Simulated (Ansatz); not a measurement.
Results of rVV10 (plane waves, PAW; Ansatz, a program for electronic structure) for bcc Ba.

Numerical settings: plane-wave cutoff 520 eV, 16×16×16 k mesh, Fermi–Dirac smearing 0.05 eV, scalar-relativistic PAW data made under PBE.

Energies at three volumes about the minimum:

| V (Å³/atom) | E − E_lowest (meV/atom) |
|---|---|
| 58.442 | 0.71 |
| 59.635 | 0.00 |
| 60.828 | 0.78 |

Task: Fit a parabola by hand: where is the minimum, what lattice constant follows, and what is the bulk modulus?

Result: Slopes: (0.00 − 0.71)/(59.635 − 58.442) = -0.595 and (0.78 − 0.00)/(60.828 − 59.635) = 0.654 meV/Å³. Curvature E″ = 2 × (0.654 − (-0.595))/(60.828 − 58.442) = 1.047 meV/Å⁶. From the middle of the first interval, the slope vanishes at V0 = 59.0385 − (-0.595)/1.047 = 59.607 Å³/atom. B = V0 E″ = 59.607 × 1.047 meV/Å³ × 0.1602 GPa per meV/Å³ = 10.00 GPa. With 2 atoms in the cube, a = (2 × 59.607)^(1/3) = 4.922 Å. The full Birch–Murnaghan fit to all volumes gives V0 = 59.593 Å³/atom and B0 = 10.1 GPa.

Measured, for comparison: bulk modulus 9.34 GPa (corrected for temperature and zero-point phonon effects, our sources range from 9.34 to 10.6; as tabulated in Levämäki et al. (2014), arXiv:1402.3671); lattice constant a 4.995 Å (low-temperature or extrapolated to 0 K; zero-point anharmonic expansion removed, our sources range from 4.995 to 5.004; as tabulated in Csonka et al. (2009), arXiv:0903.4037). Computed (rounded) less measured: bulk modulus +8 % (inside the range of the sources held).
